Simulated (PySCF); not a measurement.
## Running PySCF for SO

File input.py (PySCF 2.14):

```python
from pyscf import gto, dft

mol = gto.M(
    atom='S 0 0 0; O 0 0 1.427',
    basis='jorge-dzp',
    charge=0,
    spin=2,
    verbose=3,
)
mf = dft.UKS(mol, xc='m062x')
mf.kernel()
g = mf.nuc_grad_method()
g.grid_response = True
g.kernel()
mf.dip_moment()
print('orbital energies (hartree):', [e[max(0, n-3):n+3].round(4) for e, n in zip(mf.mo_energy, mol.nelec)])
```

```bash
$ OMP_NUM_THREADS=1 python input.py
```

The log (some set-up lines and the per-cycle HOMO/LUMO lines with their warnings removed):

```
converged SCF energy = -473.315570231059  <S^2> = 2.0087738  2S+1 = 3.0058435
--------------- UKS gradients ---------------
         x                y                z
0 S    -0.0000000000    -0.0000000000     0.1100037852
1 O     0.0000000000     0.0000000000    -0.1100037852
----------------------------------------------
Dipole moment(X, Y, Z, Debye):  0.00000,  0.00000, -1.68088
orbital energies (hartree): [array([-0.5362, -0.3113, -0.3113,  0.0875,  0.3999,  0.3999]), array([-0.4947, -0.468 , -0.468 , -0.0716, -0.0716,  0.1004])]
```

In short: E(SCF) = -473.315570 Eh, ⟨S²⟩ = 2.009, μz(SCF) = -1.68 D, gradient on the second atom -0.1100 Eh/bohr.

It ran on Intel Xeon Platinum 8488C (1 thread, shared host) in 4.1 s, peak memory 0.24 GiB.

The bond length is a typed value, not an optimised one. No search for the lowest solution was made.
